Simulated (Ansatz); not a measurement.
A made-up structure of BHSO, closed shell:

```
atom    x (Å)    y (Å)    z (Å)
  O1   2.0744   0.7006  -1.8580
  B2  -0.6249   0.2683  -0.0143
  S3   0.9867   0.0604  -0.7042
  H4   1.3714  -0.7611   0.2899
```

It is relaxed with PBE-D4/def2-SVP and then PBE0-D4/def2-TZVP (Ansatz 0.2.0). Atoms count as bonded within 1.22 times the sum of their covalent radii (H–H: 0.88 Å). The end point is not checked to be a true minimum.

(1) Does its bonding change? (Judge from chemistry; the calculation decides.)

## Answers

(1) The calculation gives: Yes. Formed: B2–H4; broken: S3–H4.

Where it ends: The first stage lowers the energy by 3.13 eV in 19 steps. It ends as BHSO ([BH][S][O]):
O1  (1.829, 1.121, -2.087)
B2  (0.517, -0.155, 0.070)
S3  (1.522, -0.076, -1.254)
H4  (-0.060, -0.621, 0.984)
(Å)

Labels in which every atom is bracketed show which atoms are joined, not bond orders.

For scale, one of the runs: PBE0-D4/def2-TZVP relaxation, 105 basis functions, launched by `ansatz run in.yaml --threads 2 --pin off --events-out ev --progress --plain --max-ram 4352MiB`. Hardware: 2 CPU threads of an Arm Neoverse N1, shared host. Wall time about 16 s.
